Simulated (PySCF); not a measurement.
C5H4O.
Atom-mapped SMILES: `[CH:1]#[C:2][C:3]([CH3:4])=[C:5]=[O:6]` (hydrogens: H7 on C1; H8, H9, H10 on C4)

Level of theory: EOM-IP-CCSD/aug-cc-pVDZ in PySCF, restricted Hartree–Fock reference, 6 core orbitals frozen, non-relativistic, gas phase, PBE0-D3(BJ)/def2-SVP geometry.

Hartree–Fock orbital energies give these Koopmans values (eV): HOMO 8.84, HOMO-1 10.97, HOMO-2 12.33, HOMO-3 15.33, HOMO-4 15.63, HOMO-5 16.01, HOMO-6 17.51, HOMO-7 18.00.

Task: What vertical ionisation energies does EOM-IP-CCSD give?

Result: 
```tsv
leading hole (HF orbital)	Koopmans (eV)	EOM-IP-CCSD (eV)	change (eV)	one-hole share
HOMO	8.84	8.50	-0.34	0.96
HOMO-1	10.97	10.77	-0.20	0.96
HOMO-2	12.33	11.63	-0.70	0.94
HOMO-4	15.63	14.19	-1.44	0.94
HOMO-3	15.33	14.24	-1.09	0.95
HOMO-5	16.01	14.73	-1.28	0.94
HOMO-7	18.00	15.72	-2.28	0.89
HOMO-6	17.51	16.02	-1.49	0.92
```

Task: Does the order of the lines follow the orbital energies?

Result: No: the HOMO-4 hole (14.19 eV) falls below the HOMO-3 hole (14.24 eV); the HOMO-7 hole (15.72 eV) falls below the HOMO-6 hole (16.02 eV). The corrections run from -2.28 to -0.20 eV, with a mean of -1.10 eV over the 8 lines; no line lies above its Koopmans value. Koopmans values leave out both the relaxation of the orbitals and the change in correlation energy.

Task: At what kinetic energies would He II light (40.81 eV) eject these electrons?

Result: 32.31 eV (HOMO), 30.04 eV (HOMO-1), 29.18 eV (HOMO-2), 26.62 eV (HOMO-4), 26.57 eV (HOMO-3), 26.08 eV (HOMO-5), 25.09 eV (HOMO-7), 24.79 eV (HOMO-6).

Task: What total energy has the lowest final state, and which wavelength reaches it?

Result: E(CCSD) + ionisation energy = -267.34556 + 0.31232 = -267.03324 Eh, at the geometry of the initial state. The threshold wavelength is 1239.84 eV nm/8.50 eV = 145.9 nm.

Lines less than 0.15 eV apart could change places at a higher level. One root was sought for each valence orbital with −ε under 21 eV, eight at most, so deeper holes and satellites are missing; no vibrational structure.

Time: 9.7 min of wall time; peak memory 3.1 GiB. Hardware: Arm Neoverse V2, one thread, no GPU (shared host).
